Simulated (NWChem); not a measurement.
System: difluoromethane (CH₂F₂); SMILES FCF

**Question.** Give the equilibrium geometry at PBE0-D3(BJ)/def2-TZVP (NWChem) as an XYZ file, with the point group.

**Answer.** point group C2v; any orientation.
```
5

F      1.0976     0.0000    -0.2887
C      0.0000     0.0000     0.4996
F     -1.0976     0.0000    -0.2887
H      0.0000     0.9118     1.1031
H      0.0000    -0.9118     1.1031
```
